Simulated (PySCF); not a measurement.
EPR parameters of C4H3N2

C4H3N2 (doublet state).
SMILES with atom numbers: `[H]/[N:6]=[C:5]1\[C:2](=[CH2:1])[C:3]=[N:4]1` (hydrogens: H7, H8 on C1; H9 on N6)

The calculation used UKS B3LYP, pcH-1 on C H N, non-relativistic, mean-field spin-orbit, GIAO in PySCF. Isolated species at its GFN2-xTB geometry, gas phase. GFN2-xTB frequencies show an imaginary mode (86i cm⁻¹), so this geometry is no minimum at that level. The geometry wasn't refined by DFT: couplings that depend on bond lengths, twists or pyramidal angles can differ widely from those at the functional's own minimum. No stability test was run, so a lower SCF solution isn't excluded.

- g1, g2, g3: 2.00057, 2.00197, 2.00293
- g_iso: 2.00182
- Form of g: rhombic: the two nearest values differ by 41 % of g3 − g1
- ⟨S²⟩: 0.7574 (exact 0.7500)
- HOMO–LUMO gap, α and β orbitals: 5.01, 3.73 eV
- Total energy: -263.55758 Eh
- Basis functions: 180

Hyperfine couplings atom by atom, in MHz; T1 to T3 are the principal values of the dipolar part:

```csv
atom,isotope,a_iso,T1,T2,T3,Mulliken spin population
C1,13C,-7.9,-1.0,-0.9,2.0,0.00
C2,13C,80.2,-16.0,-14.5,30.5,0.06
C3,13C,492.9,-72.2,-54.8,127.0,0.86
N4,14N,63.9,-8.6,-0.1,8.7,-0.02
C5,13C,158.0,-7.8,-3.3,11.1,0.11
N6,14N,2.8,-5.4,-0.1,5.5,-0.02
H7,1H,13.1,-2.0,-1.6,3.6,0.01
H8,1H,11.4,-2.7,-2.3,5.1,0.01
H9,1H,0.8,-3.1,-1.5,4.7,0.00
```

The Mulliken spin populations are largest on C3 (+0.86) and C5 (+0.11). C3 is the only atom above +0.15.

Axes: g1 points within 15° of the C2–C5 bond and g3 is normal to the molecular plane.

Under fast tumbling the dipolar parts average out, and these isotropic splittings remain: 1 × 14N (N4, I = 1, 3 lines) with 2.28 mT, 1 × 1H (H7, I = 1/2, 2 lines) with 0.47 mT, 1 × 1H (H8, I = 1/2, 2 lines) with 0.41 mT and 1 × 14N (N6, I = 1, 3 lines) with 0.10 mT.

The 13C coupling of C3 (492.9 MHz) shows only in satellite lines or after enrichment, since that isotope makes up about 1.07 % of natural carbon.

β density exceeds α density at some nuclei, such as C1 (-0.0070), spin density in bohr⁻³. In a single determinant that takes different orbitals for the two spins, that is spin polarisation.
